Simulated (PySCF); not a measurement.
Consider `[C-]#N` ([CN]-). Atom numbers as in the mapped SMILES `[C-:1]#[N:2]`.

These are calculated values, M06-2X/ma-def2-TZVP in PySCF (grid level 3) at geometries from PBE0-D3(BJ)/ma-def2-SVP. Thermal corrections: PBE0-D3(BJ)/ma-def2-SVP frequencies, unscaled, ideal gas at 298.15 K and 1 bar, quasi-RRHO entropy.

Task: Rank these of its sites by proton affinity, highest first.
A. N2 (nitrile nitrogen)
B. C1 (anionic carbon)

Result: B (1456 kJ/mol), A (1402 kJ/mol).

Task: For C1 (anionic carbon), what are ΔE (electronic) and ΔG(298 K) of removing the proton again?

Result: ΔE = 1480 and ΔG = 1425 kJ/mol, beside ΔH = 1456 kJ/mol. The protonated species is `C#N`.

---

Consider cyanic acid, `N#CO` (CHNO). Numbering: `[N:1]#[C:2][OH:3]`

These are calculated values, ωB97X-D3(BJ)/def2-TZVP in PySCF (grid level 2) at geometries from PBE0-D3(BJ)/def2-SVP. Thermal corrections: PBE0-D3(BJ)/def2-SVP frequencies, unscaled, ideal gas at 298.15 K and 1 bar, quasi-RRHO entropy.

Task: Rank these of its sites by proton affinity, highest first.
A. O3 (hydroxyl oxygen)
B. N1 (nitrile nitrogen)

Result: B (775 kJ/mol), A (519 kJ/mol).

Task: For N1 (nitrile nitrogen), what are ΔE (electronic) and ΔG(298 K) of removing the proton again?

Result: ΔE = 799 and ΔG = 744 kJ/mol, beside ΔH = 775 kJ/mol. The protonated species is `[NH+]#CO`.

---

Consider `[SiH2]Cl` (ClH2Si•, doublet). Optimised structure (Å), atoms numbered from 1:
```
Si   -0.1789    0.0055    0.3981
Cl    1.8303   -0.0619   -0.1374
H    -0.7616    1.2755   -0.1307
H    -0.8578   -1.1949   -0.1765
```

Energies: M06-2X/ma-def2-TZVP (PySCF, density fitting, integration grid level 3) on PBE0-D3(BJ)/ma-def2-SVP structures. Zero-point and thermal terms (298.15 K, 1 bar) come from unscaled PBE0-D3(BJ)/ma-def2-SVP harmonic frequencies, with soft modes damped to free rotors in the entropy.

What are the vertical and the adiabatic ionisation energy for forming the singlet cation?

8.96 eV vertical and 7.93 eV adiabatic, the latter with zero-point energy.

What are the vertical and the adiabatic electron affinity for forming the singlet anion?

1.12 eV vertical and 1.79 eV adiabatic, the latter with zero-point energy.
